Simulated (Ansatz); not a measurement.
# B2S (triplet): wB97M-V, B2PLYP, RPA-PBE over vertical spin and charge gaps and displaced geometries, cc-pVDZ

Aim: run B2S (triplet) with these functionals over vertical spin and charge gaps and displaced geometries, and hold them against the top wave-function level at the same points.

Computed with Ansatz 0.2.0, Gaussian basis. Level: cc-pVDZ, all electrons in the functionals, frozen cores in the correlation of double hybrids and RPA.

The runs, in order: wB97M-V, B2PLYP, RPA-PBE, at charge 0, triplet; charge 0, singlet; charge 0, quintet; charge 1, doublet; charge 1, quartet; displaced geometry v1; displaced geometry v2.

27 further runs of the same task are left out: 13 that didn't finish, 14 set aside as unsound or not needed.

## Step 1: The geometry

The geometry is a PBE0/def2-TZVP stationary point (not a proven minimum).

3 atoms, charge 0, spin multiplicity 3.

Atoms are counted from 1 here; the program's logs count them from 0.

Bond lengths: B1–B2 1.593 Å, B2–S3 1.618 Å. Angles: B1–B2–S3 180.0°.

No dispersion term is added; wB97M-V holds VV10 nonlocal correlation.

The geometry shown and the zero of energy belong to the point charge 0, triplet. The yardstick, UCCSDT(Q), and other wave-function levels (R restricted, U unrestricted, valence and pair active spaces) come from earlier runs.

## Step 2: wB97M-V, charge 0, triplet

in.yaml

```yaml
crystal:
  periodic: [false, false, false]
  atoms:
    - {symbol: B, position_ang: [0.000000, 0.000000, 1.601001]}
    - {symbol: B, position_ang: [0.000000, 0.000000, 0.008300]}
    - {symbol: S, position_ang: [0.000000, 0.000000, -1.609301]}
basis:
  gaussian: {orbitals: cc-pVDZ}
magnetization: {spin_polarized: true, initial_magnetization: 2}
hamiltonian: {xc: {name: wB97M-V}}
output: {forces: true, orbitals: {seedname: orbitals}}
```

Run with:

```sh
$ ansatz run in.yaml --threads 1 --pin off --events-out ev --progress --plain --max-ram 2393MiB
```

Standard output, shortened:

```text
Functional definition: wB97M-V
  name "wB97M-V"
  cite "Mardirossian & Head-Gordon, J. Chem. Phys. 144, 214110 (2016) doi:10.1063/1.4952647"
  cite "Becke, J. Chem. Phys. 107, 8554 (1997) doi:10.1063/1.475007"
  cite "Vydrov & Van Voorhis, J. Chem. Phys. 133, 244103 (2010) doi:10.1063/1.3521275"
  # Of w^i u^j: cxij and so on, Table III.
[...]
  gx(w, u) = 1 - cx + cx01*u + cx10*w
  gss(w, u) = css00 + css04*u^4 + css10*w + css20*w^2 + css43*w^4*u^3
  gos(w, u) = cos00 + cos10*w + (cos20 + cos21*u)*w^2 + (cos60 + cos61*u)*w^6
[...]
      + integral(e_c_pw_mod_opposite_spin*gos(b97_w_opposite, b97_u_opposite)) + vv10(b, c)
458 factors; integrals over basis functions are off by at most 1.3e-3 eV
142 factors; integrals over basis functions are off by at most 1.4e-5 eV
[...]
mean field -12182.58552231 eV, -447.7017602920 hartree, gradient 6.0e-5 eV, S^2 2.008877; 0 other end points of the search recorded, 0 dependent functions left out
[...]
reference -12182.58555262 eV, -447.7017614056 hartree; 14, 12 occupied and 32, 34 virtual orbitals, 458 factors
Total energy: -12182.58555262 eV, -447.7017614056 hartree
Atom 0 at     0.000000     0.000000     1.601001 Å, force    -0.000000     0.000000     0.402120 eV/Å
Atom 1 at     0.000000     0.000000     0.008300 Å, force    -0.000000    -0.000000    -0.038380 eV/Å
Atom 2 at     0.000000     0.000000    -1.609301 Å, force    -0.000000     0.000000    -0.363740 eV/Å
Dipole moment:     0.000000    -0.000000     0.350516 e Å
```

Wall time 15 s (1 thread of AMD EPYC, shared host).

From the report: ⟨S²⟩ of the determinant 2.009 (pure triplet: 2.00).

## Step 3: wB97M-V, charge 0, singlet

Changes to in.yaml since step 2:

```diff
@@ -8,3 +8,3 @@
   gaussian: {orbitals: cc-pVDZ}
-magnetization: {spin_polarized: true, initial_magnetization: 2}
+magnetization: {spin_polarized: true, initial_magnetization: 0}
 hamiltonian: {xc: {name: wB97M-V}}
```

The command is unchanged.

Standard output, shortened:

```text
Functional definition: wB97M-V
  name "wB97M-V"
  cite "Mardirossian & Head-Gordon, J. Chem. Phys. 144, 214110 (2016) doi:10.1063/1.4952647"
  cite "Becke, J. Chem. Phys. 107, 8554 (1997) doi:10.1063/1.475007"
  cite "Vydrov & Van Voorhis, J. Chem. Phys. 133, 244103 (2010) doi:10.1063/1.3521275"
  # Of w^i u^j: cxij and so on, Table III.
[...]
  gx(w, u) = 1 - cx + cx01*u + cx10*w
  gss(w, u) = css00 + css04*u^4 + css10*w + css20*w^2 + css43*w^4*u^3
  gos(w, u) = cos00 + cos10*w + (cos20 + cos21*u)*w^2 + (cos60 + cos61*u)*w^6
[...]
      + integral(e_c_pw_mod_opposite_spin*gos(b97_w_opposite, b97_u_opposite)) + vv10(b, c)
458 factors; integrals over basis functions are off by at most 1.3e-3 eV
142 factors; integrals over basis functions are off by at most 1.4e-5 eV
[...]
mean field -12182.79297225 eV, -447.7093839367 hartree, gradient 1.7e-5 eV, S^2 0.196735; 6 other end points of the search recorded, 0 dependent functions left out
[...]
reference -12182.79300313 eV, -447.7093850714 hartree; 13, 13 occupied and 33, 33 virtual orbitals, 458 factors
Total energy: -12182.79300313 eV, -447.7093850714 hartree
Atom 0 at     0.000000     0.000000     1.601001 Å, force    -0.000001     0.000000     3.343329 eV/Å
Atom 1 at     0.000000     0.000000     0.008300 Å, force     0.000001    -0.000001    -3.688591 eV/Å
Atom 2 at     0.000000     0.000000    -1.609301 Å, force    -0.000000     0.000000     0.345262 eV/Å
Dipole moment:     0.000000    -0.000000    -0.262000 e Å
```

Run time: 34 s. Hardware: 1 thread of AMD EPYC, shared host.

From the report: ⟨S²⟩ of the determinant 0.197 (pure singlet: 0.00).

From charge 0, triplet: -0.207 eV.

## Step 4: wB97M-V, charge 0, quintet

Changes to in.yaml since step 3:

```diff
@@ -8,3 +8,3 @@
   gaussian: {orbitals: cc-pVDZ}
-magnetization: {spin_polarized: true, initial_magnetization: 0}
+magnetization: {spin_polarized: true, initial_magnetization: 4}
 hamiltonian: {xc: {name: wB97M-V}}
```

Same command.

Standard output, shortened:

```text
Functional definition: wB97M-V
  name "wB97M-V"
  cite "Mardirossian & Head-Gordon, J. Chem. Phys. 144, 214110 (2016) doi:10.1063/1.4952647"
  cite "Becke, J. Chem. Phys. 107, 8554 (1997) doi:10.1063/1.475007"
  cite "Vydrov & Van Voorhis, J. Chem. Phys. 133, 244103 (2010) doi:10.1063/1.3521275"
  # Of w^i u^j: cxij and so on, Table III.
[...]
  gx(w, u) = 1 - cx + cx01*u + cx10*w
  gss(w, u) = css00 + css04*u^4 + css10*w + css20*w^2 + css43*w^4*u^3
  gos(w, u) = cos00 + cos10*w + (cos20 + cos21*u)*w^2 + (cos60 + cos61*u)*w^6
[...]
      + integral(e_c_pw_mod_opposite_spin*gos(b97_w_opposite, b97_u_opposite)) + vv10(b, c)
458 factors; integrals over basis functions are off by at most 1.3e-3 eV
142 factors; integrals over basis functions are off by at most 1.4e-5 eV
[...]
mean field -12180.07559515 eV, -447.6095221701 hartree, gradient 2.7e-5 eV, S^2 6.002795; 0 other end points of the search recorded, 0 dependent functions left out
[...]
reference -12180.07562483 eV, -447.6095232609 hartree; 15, 11 occupied and 31, 35 virtual orbitals, 458 factors
Total energy: -12180.07562483 eV, -447.6095232609 hartree
Atom 0 at     0.000000     0.000000     1.601001 Å, force    -0.000000    -0.000000    -1.759907 eV/Å
Atom 1 at     0.000000     0.000000     0.008300 Å, force    -0.000000    -0.000000     8.346393 eV/Å
Atom 2 at     0.000000     0.000000    -1.609301 Å, force     0.000000     0.000000    -6.586486 eV/Å
Dipole moment:     0.000000     0.000000    -0.392535 e Å
```

It took 19 s on 1 thread of AMD EPYC, shared host.

From the report: ⟨S²⟩ of the determinant 6.003 (pure quintet: 6.00).

From charge 0, triplet: +2.510 eV.

## Step 5: wB97M-V, charge 1, doublet

Changes to in.yaml since step 4:

```diff
@@ -8,4 +8,5 @@
   gaussian: {orbitals: cc-pVDZ}
-magnetization: {spin_polarized: true, initial_magnetization: 4}
+total_charge: 1
+magnetization: {spin_polarized: true, initial_magnetization: 1}
 hamiltonian: {xc: {name: wB97M-V}}
-output: {forces: true, orbitals: {seedname: orbitals}}
+output: {orbitals: {seedname: orbitals}}
```

The command is unchanged.

Standard output, shortened:

```text
Functional definition: wB97M-V
  name "wB97M-V"
  cite "Mardirossian & Head-Gordon, J. Chem. Phys. 144, 214110 (2016) doi:10.1063/1.4952647"
  cite "Becke, J. Chem. Phys. 107, 8554 (1997) doi:10.1063/1.475007"
  cite "Vydrov & Van Voorhis, J. Chem. Phys. 133, 244103 (2010) doi:10.1063/1.3521275"
  # Of w^i u^j: cxij and so on, Table III.
[...]
  gx(w, u) = 1 - cx + cx01*u + cx10*w
  gss(w, u) = css00 + css04*u^4 + css10*w + css20*w^2 + css43*w^4*u^3
  gos(w, u) = cos00 + cos10*w + (cos20 + cos21*u)*w^2 + (cos60 + cos61*u)*w^6
[...]
      + integral(e_c_pw_mod_opposite_spin*gos(b97_w_opposite, b97_u_opposite)) + vv10(b, c)
458 factors; integrals over basis functions are off by at most 1.3e-3 eV
142 factors; integrals over basis functions are off by at most 1.4e-5 eV
[...]
mean field -12173.89489427 eV, -447.3823856019 hartree, gradient 1.6e-5 eV, S^2 0.800622; 3 other end points of the search recorded, 0 dependent functions left out
reference -12173.89492607 eV, -447.3823867706 hartree; 13, 12 occupied and 33, 34 virtual orbitals, 458 factors
Total energy: -12173.89492607 eV, -447.3823867706 hartree
```

It took 17 s on 1 thread of AMD EPYC, shared host.

From the report: ⟨S²⟩ of the determinant 0.801 (pure doublet: 0.75).

From charge 0, triplet: +8.691 eV.

## Step 6: wB97M-V, charge 1, quartet

Changes to in.yaml since step 5:

```diff
@@ -9,4 +9,4 @@
 total_charge: 1
-magnetization: {spin_polarized: true, initial_magnetization: 1}
+magnetization: {spin_polarized: true, initial_magnetization: 3}
 hamiltonian: {xc: {name: wB97M-V}}
-output: {orbitals: {seedname: orbitals}}
+output: {forces: true, orbitals: {seedname: orbitals}}
```

Same command.

Standard output, shortened:

```text
Functional definition: wB97M-V
  name "wB97M-V"
  cite "Mardirossian & Head-Gordon, J. Chem. Phys. 144, 214110 (2016) doi:10.1063/1.4952647"
  cite "Becke, J. Chem. Phys. 107, 8554 (1997) doi:10.1063/1.475007"
  cite "Vydrov & Van Voorhis, J. Chem. Phys. 133, 244103 (2010) doi:10.1063/1.3521275"
  # Of w^i u^j: cxij and so on, Table III.
[...]
  gx(w, u) = 1 - cx + cx01*u + cx10*w
  gss(w, u) = css00 + css04*u^4 + css10*w + css20*w^2 + css43*w^4*u^3
  gos(w, u) = cos00 + cos10*w + (cos20 + cos21*u)*w^2 + (cos60 + cos61*u)*w^6
[...]
      + integral(e_c_pw_mod_opposite_spin*gos(b97_w_opposite, b97_u_opposite)) + vv10(b, c)
458 factors; integrals over basis functions are off by at most 1.3e-3 eV
142 factors; integrals over basis functions are off by at most 1.4e-5 eV
[...]
mean field -12172.06984092 eV, -447.3153161286 hartree, gradient 1.3e-5 eV, S^2 3.752376; 3 other end points of the search recorded, 0 dependent functions left out
[...]
reference -12172.06987177 eV, -447.3153172621 hartree; 14, 11 occupied and 32, 35 virtual orbitals, 458 factors
Total energy: -12172.06987177 eV, -447.3153172621 hartree
Atom 0 at     0.000000     0.000000     1.601001 Å, force     0.000000     0.000000     0.560089 eV/Å
Atom 1 at     0.000000     0.000000     0.008300 Å, force    -0.000000    -0.000000     3.749370 eV/Å
Atom 2 at     0.000000     0.000000    -1.609301 Å, force     0.000000     0.000000    -4.309459 eV/Å
Dipole moment:     0.000000     0.000000     0.598518 e Å
```

It took 33 s on 1 thread of AMD EPYC, shared host.

From the report: ⟨S²⟩ of the determinant 3.752 (pure quartet: 3.75).

From charge 0, triplet: +10.516 eV.

## Step 7: wB97M-V, displaced geometry v1

in.yaml

```yaml
crystal:
  periodic: [false, false, false]
  atoms:
    - {symbol: B, position_ang: [-0.015433, -0.009008, 1.622641]}
    - {symbol: B, position_ang: [-0.016266, -0.025151, 0.018787]}
    - {symbol: S, position_ang: [0.031698, 0.034159, -1.641428]}
basis:
  gaussian: {orbitals: cc-pVDZ}
magnetization: {spin_polarized: true, initial_magnetization: 2}
hamiltonian: {xc: {name: wB97M-V}}
output: {forces: true, orbitals: {seedname: orbitals}}
```

Same command.

Standard output, shortened:

```text
Functional definition: wB97M-V
  name "wB97M-V"
  cite "Mardirossian & Head-Gordon, J. Chem. Phys. 144, 214110 (2016) doi:10.1063/1.4952647"
  cite "Becke, J. Chem. Phys. 107, 8554 (1997) doi:10.1063/1.475007"
  cite "Vydrov & Van Voorhis, J. Chem. Phys. 133, 244103 (2010) doi:10.1063/1.3521275"
  # Of w^i u^j: cxij and so on, Table III.
[...]
  gx(w, u) = 1 - cx + cx01*u + cx10*w
  gss(w, u) = css00 + css04*u^4 + css10*w + css20*w^2 + css43*w^4*u^3
  gos(w, u) = cos00 + cos10*w + (cos20 + cos21*u)*w^2 + (cos60 + cos61*u)*w^6
[...]
      + integral(e_c_pw_mod_opposite_spin*gos(b97_w_opposite, b97_u_opposite)) + vv10(b, c)
458 factors; integrals over basis functions are off by at most 1.3e-3 eV
143 factors; integrals over basis functions are off by at most 1.3e-5 eV
[...]
mean field -12182.55995000 eV, -447.7008205267 hartree, gradient 1.0e-10 eV, S^2 2.010712; 1 other end points of the search recorded, 0 dependent functions left out
[...]
reference -12182.55998044 eV, -447.7008216453 hartree; 14, 12 occupied and 32, 34 virtual orbitals, 458 factors
Total energy: -12182.55998044 eV, -447.7008216453 hartree
Atom 0 at    -0.015433    -0.009008     1.622641 Å, force    -0.023112    -0.035261     0.078120 eV/Å
Atom 1 at    -0.016266    -0.025151     0.018787 Å, force     0.088261     0.122988    -1.558977 eV/Å
Atom 2 at     0.031698     0.034159    -1.641428 Å, force    -0.065149    -0.087727     1.480857 eV/Å
Dipole moment:    -0.008999    -0.010399     0.390245 e Å
```

Wall time 70 s (1 thread of AMD EPYC, shared host).

From the report: ⟨S²⟩ of the determinant 2.011 (pure triplet: 2.00).

From charge 0, triplet: +0.026 eV.

## Step 8: wB97M-V, displaced geometry v2

in.yaml

```yaml
crystal:
  periodic: [false, false, false]
  atoms:
    - {symbol: B, position_ang: [0.084376, 0.005225, 1.595999]}
    - {symbol: B, position_ang: [-0.080498, 0.013599, 0.014891]}
    - {symbol: S, position_ang: [-0.003878, -0.018825, -1.610890]}
basis:
  gaussian: {orbitals: cc-pVDZ}
magnetization: {spin_polarized: true, initial_magnetization: 2}
hamiltonian: {xc: {name: wB97M-V}}
output: {orbitals: {seedname: orbitals}}
```

Launched as before.

Standard output, shortened:

```text
Functional definition: wB97M-V
  name "wB97M-V"
  cite "Mardirossian & Head-Gordon, J. Chem. Phys. 144, 214110 (2016) doi:10.1063/1.4952647"
  cite "Becke, J. Chem. Phys. 107, 8554 (1997) doi:10.1063/1.475007"
  cite "Vydrov & Van Voorhis, J. Chem. Phys. 133, 244103 (2010) doi:10.1063/1.3521275"
  # Of w^i u^j: cxij and so on, Table III.
[...]
  gx(w, u) = 1 - cx + cx01*u + cx10*w
  gss(w, u) = css00 + css04*u^4 + css10*w + css20*w^2 + css43*w^4*u^3
  gos(w, u) = cos00 + cos10*w + (cos20 + cos21*u)*w^2 + (cos60 + cos61*u)*w^6
[...]
      + integral(e_c_pw_mod_opposite_spin*gos(b97_w_opposite, b97_u_opposite)) + vv10(b, c)
458 factors; integrals over basis functions are off by at most 1.2e-3 eV
143 factors; integrals over basis functions are off by at most 1.4e-5 eV
[...]
mean field -12182.57050085 eV, -447.7012082635 hartree, gradient 6.9e-6 eV, S^2 2.009546; 1 other end points of the search recorded, 0 dependent functions left out
reference -12182.57053124 eV, -447.7012093802 hartree; 14, 12 occupied and 32, 34 virtual orbitals, 458 factors
Total energy: -12182.57053124 eV, -447.7012093802 hartree
```

Wall time 34 s (1 thread of AMD EPYC, shared host).

From the report: ⟨S²⟩ of the determinant 2.010 (pure triplet: 2.00).

From charge 0, triplet: +0.015 eV.

## Step 9: B2PLYP, charge 0, triplet

in.yaml

```yaml
crystal:
  periodic: [false, false, false]
  atoms:
    - {symbol: B, position_ang: [0.000000, 0.000000, 1.601001]}
    - {symbol: B, position_ang: [0.000000, 0.000000, 0.008300]}
    - {symbol: S, position_ang: [0.000000, 0.000000, -1.609301]}
basis:
  gaussian: {orbitals: cc-pVDZ}
magnetization: {spin_polarized: true, initial_magnetization: 2}
hamiltonian: {xc: {name: B2PLYP}}
correlation: {electrons: outside_noble_gas}
```

Launched as before.

Standard output, shortened:

```text
Functional definition: B2PLYP
  name "B2PLYP"
  cite "Grimme, J. Chem. Phys. 124, 034108 (2006) doi:10.1063/1.2148954"
  cite "Becke, Phys. Rev. A 38, 3098 (1988) doi:10.1103/PhysRevA.38.3098"
  cite "Lee, Yang & Parr, Phys. Rev. B 37, 785 (1988) doi:10.1103/PhysRevB.37.785"
[...]
458 factors; integrals over basis functions are off by at most 1.3e-3 eV
[...]
mean field -12176.31503556 eV, -447.4713241542 hartree, gradient 2.1e-6 eV, S^2 2.008783; 2 other end points of the search recorded, 0 dependent functions left out
7 core orbitals not correlated: weight in the atoms' cores, before any rotation towards them, 1.000 or more for the frozen orbitals, at most 0.000 for the correlated occupied ones
reference -12176.31515576 eV, -447.4713285715 hartree; 7, 5 occupied and 32, 34 virtual orbitals, 458 factors
second order -8.22679893 eV of doubles, -0.00000000 eV of singles
Total energy: -12178.53639148 eV, -447.5529574783 hartree
```

Run time: 10 s. Hardware: 1 thread of AMD EPYC, shared host.

From the report: ⟨S²⟩ of the determinant 2.009 (pure triplet: 2.00).

## Step 10: B2PLYP, charge 0, singlet

Changes to in.yaml since step 9:

```diff
@@ -8,3 +8,3 @@
   gaussian: {orbitals: cc-pVDZ}
-magnetization: {spin_polarized: true, initial_magnetization: 2}
+magnetization: {spin_polarized: true, initial_magnetization: 0}
 hamiltonian: {xc: {name: B2PLYP}}
```

Launched as before.

Standard output, shortened:

```text
Functional definition: B2PLYP
  name "B2PLYP"
  cite "Grimme, J. Chem. Phys. 124, 034108 (2006) doi:10.1063/1.2148954"
  cite "Becke, Phys. Rev. A 38, 3098 (1988) doi:10.1103/PhysRevA.38.3098"
  cite "Lee, Yang & Parr, Phys. Rev. B 37, 785 (1988) doi:10.1103/PhysRevB.37.785"
[...]
458 factors; integrals over basis functions are off by at most 1.3e-3 eV
[...]
mean field -12176.41305998 eV, -447.4749264851 hartree, gradient 3.4e-6 eV, S^2 0.650043; 8 other end points of the search recorded, 0 dependent functions left out
7 core orbitals not correlated: weight in the atoms' cores, before any rotation towards them, 1.000 or more for the frozen orbitals, at most 0.000 for the correlated occupied ones
reference -12176.41318173 eV, -447.4749309595 hartree; 6, 6 occupied and 33, 33 virtual orbitals, 458 factors
second order -8.49432117 eV of doubles, -0.00000000 eV of singles
Total energy: -12178.70664845 eV, -447.5592143067 hartree
```

Run time: 15 s. Hardware: 1 thread of AMD EPYC, shared host.

From the report: ⟨S²⟩ of the determinant 0.650 (pure singlet: 0.00). The determinant is far from a pure spin state, so its energy mixes those of several spin states (harmless only where they are near-degenerate, as at dissociation).

From charge 0, triplet: -0.170 eV.

## Step 11: B2PLYP, charge 0, quintet

Changes to in.yaml since step 10:

```diff
@@ -8,3 +8,3 @@
   gaussian: {orbitals: cc-pVDZ}
-magnetization: {spin_polarized: true, initial_magnetization: 0}
+magnetization: {spin_polarized: true, initial_magnetization: 4}
 hamiltonian: {xc: {name: B2PLYP}}
```

Launched as before.

Standard output, shortened:

```text
Functional definition: B2PLYP
  name "B2PLYP"
  cite "Grimme, J. Chem. Phys. 124, 034108 (2006) doi:10.1063/1.2148954"
  cite "Becke, Phys. Rev. A 38, 3098 (1988) doi:10.1103/PhysRevA.38.3098"
  cite "Lee, Yang & Parr, Phys. Rev. B 37, 785 (1988) doi:10.1103/PhysRevB.37.785"
[...]
458 factors; integrals over basis functions are off by at most 1.3e-3 eV
[...]
mean field -12174.01397662 eV, -447.3867617977 hartree, gradient 3.0e-6 eV, S^2 6.006677; 0 other end points of the search recorded, 0 dependent functions left out
7 core orbitals not correlated: weight in the atoms' cores, before any rotation towards them, 1.000 or more for the frozen orbitals, at most 0.000 for the correlated occupied ones
reference -12174.01409233 eV, -447.3867660501 hartree; 8, 4 occupied and 31, 35 virtual orbitals, 458 factors
second order -6.96541672 eV of doubles, -0.00000000 eV of singles
Total energy: -12175.89475485 eV, -447.4558791227 hartree
```

Wall time 7.5 s (1 thread of AMD EPYC, shared host).

From the report: ⟨S²⟩ of the determinant 6.007 (pure quintet: 6.00).

From charge 0, triplet: +2.642 eV.

## Step 12: B2PLYP, charge 1, doublet

Changes to in.yaml since step 11:

```diff
@@ -8,3 +8,4 @@
   gaussian: {orbitals: cc-pVDZ}
-magnetization: {spin_polarized: true, initial_magnetization: 4}
+total_charge: 1
+magnetization: {spin_polarized: true, initial_magnetization: 1}
 hamiltonian: {xc: {name: B2PLYP}}
```

Same command.

Standard output, shortened:

```text
Functional definition: B2PLYP
  name "B2PLYP"
  cite "Grimme, J. Chem. Phys. 124, 034108 (2006) doi:10.1063/1.2148954"
  cite "Becke, Phys. Rev. A 38, 3098 (1988) doi:10.1103/PhysRevA.38.3098"
  cite "Lee, Yang & Parr, Phys. Rev. B 37, 785 (1988) doi:10.1103/PhysRevB.37.785"
[...]
458 factors; integrals over basis functions are off by at most 1.3e-3 eV
[...]
mean field -12167.73033761 eV, -447.1558423235 hartree, gradient 5.0e-6 eV, S^2 0.949702; 8 other end points of the search recorded, 0 dependent functions left out
7 core orbitals not correlated: weight in the atoms' cores, before any rotation towards them, 1.000 or more for the frozen orbitals, at most 0.000 for the correlated occupied ones
reference -12167.73046195 eV, -447.1558468927 hartree; 6, 5 occupied and 33, 34 virtual orbitals, 458 factors
second order -8.45879695 eV of doubles, -0.00000000 eV of singles
Total energy: -12170.01433713 eV, -447.2397777574 hartree
```

Run time: 17 s. Hardware: 1 thread of AMD EPYC, shared host.

From the report: ⟨S²⟩ of the determinant 0.950 (pure doublet: 0.75).

From charge 0, triplet: +8.522 eV.

## Step 13: B2PLYP, charge 1, quartet

Changes to in.yaml since step 12:

```diff
@@ -9,3 +9,3 @@
 total_charge: 1
-magnetization: {spin_polarized: true, initial_magnetization: 1}
+magnetization: {spin_polarized: true, initial_magnetization: 3}
 hamiltonian: {xc: {name: B2PLYP}}
```

Launched as before.

Standard output, shortened:

```text
Functional definition: B2PLYP
  name "B2PLYP"
  cite "Grimme, J. Chem. Phys. 124, 034108 (2006) doi:10.1063/1.2148954"
  cite "Becke, Phys. Rev. A 38, 3098 (1988) doi:10.1103/PhysRevA.38.3098"
  cite "Lee, Yang & Parr, Phys. Rev. B 37, 785 (1988) doi:10.1103/PhysRevB.37.785"
[...]
458 factors; integrals over basis functions are off by at most 1.3e-3 eV
[...]
mean field -12166.28138009 eV, -447.1025941166 hartree, gradient 1.5e-6 eV, S^2 3.756395; 4 other end points of the search recorded, 0 dependent functions left out
7 core orbitals not correlated: weight in the atoms' cores, before any rotation towards them, 1.000 or more for the frozen orbitals, at most 0.000 for the correlated occupied ones
reference -12166.28151254 eV, -447.1025989839 hartree; 7, 4 occupied and 32, 35 virtual orbitals, 458 factors
second order -6.42247281 eV of doubles, -0.00000000 eV of singles
Total energy: -12168.01558020 eV, -447.1663247950 hartree
```

Wall time 15 s (1 thread of AMD EPYC, shared host).

From the report: ⟨S²⟩ of the determinant 3.756 (pure quartet: 3.75).

From charge 0, triplet: +10.521 eV.

[end of part 1 of 2]
